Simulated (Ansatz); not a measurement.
# C₂H₅N: one structure at several levels

An exercise on one series of results from a longer session: the logs are not shown, and one member is left open.

Method: single points in def2-TZVPP; program: Ansatz 0.2.0, Gaussian basis.

Cores are frozen in the correlated methods.

### Starting geometry

8 atoms, charge 0, spin multiplicity 1.

Atoms are counted from 1 here; the program's logs count them from 0.

Bond lengths: C1–N2 1.354 Å, C1–H4 1.158 Å, C1–H5 1.082 Å, N2–C3 1.463 Å, C3–H6 1.161 Å, C3–H7 1.046 Å, C3–H8 1.009 Å. Angles: N2–C1–H4 124.5°, N2–C1–H5 118.0°, H4–C1–H5 117.4°, C1–N2–C3 119.3°, N2–C3–H6 118.5°, N2–C3–H7 115.1°, N2–C3–H8 102.7°, H6–C3–H7 91.4°, H6–C3–H8 116.8°, H7–C3–H8 112.7°.

Geometry (Å):

```csv
atom,x (Å),y (Å),z (Å)
C1,-0.7471,0.7661,-0.9041
N2,0.4803,0.6370,-0.3466
C3,0.7191,-0.4381,0.6159
H4,-1.6182,0.0189,-0.7526
H5,-0.9411,1.6415,-1.5102
H6,-0.0503,-0.5980,1.4706
H7,0.5552,-1.4050,0.2516
H8,1.6771,-0.2819,0.8904
```

The first run:

Input file run/in.yaml:

```yaml
crystal:
  periodic: [false, false, false]
  atoms:
    - {symbol: C, position_ang: [-0.747100, 0.766100, -0.904100]}
    - {symbol: N, position_ang: [0.480300, 0.637000, -0.346600]}
    - {symbol: C, position_ang: [0.719100, -0.438100, 0.615900]}
    - {symbol: H, position_ang: [-1.618200, 0.018900, -0.752600]}
    - {symbol: H, position_ang: [-0.941100, 1.641500, -1.510200]}
    - {symbol: H, position_ang: [-0.050300, -0.598000, 1.470600]}
    - {symbol: H, position_ang: [0.555200, -1.405000, 0.251600]}
    - {symbol: H, position_ang: [1.677100, -0.281900, 0.890400]}
basis:
  gaussian: {orbitals: def2-TZVPP}
correlation: {method: ccsd_t}
output: {forces: true}
```

The command line of these runs was not kept.

Among the steps run: CCSD(T)/def2-TZVPP; PBE0-D4/def2-TZVPP; wB97M-V/def2-TZVPP; r2SCAN-D4/def2-TZVPP; PBE-D4/def2-TZVPP; HSE06-D4/def2-TZVPP; r2SCANh-D4/def2-TZVPP.

One of the session's tables, all rows but one given; the rest of the session is left out.

| method | RMS force component (eV/Å) | angle to CCSD(T) forces (°) | dipole (D) |
| --- | --- | --- | --- |
| CCSD(T) | 1.780 | reference | 1.75 |
| PBE0-D4 | 1.978 | 8.0 | 1.79 |
| wB97M-V | 1.976 | 7.4 | 1.81 |
| r2SCAN-D4 | 1.881 | 5.9 | 1.73 |
| PBE-D4 | ? | ? | ? |
| HSE06-D4 | 1.973 | 7.9 | 1.79 |
| r2SCANh-D4 | 1.935 | 7.2 | 1.77 |

**Question.** Estimate the row for PBE-D4.

**Answer.** RMS force component (eV/Å): 1.819; angle to CCSD(T) forces (°): 6.5; dipole (D): 1.68. In the column «RMS force component (eV/Å)» it lies between CCSD(T) (1.780) and r2SCAN-D4 (1.881).
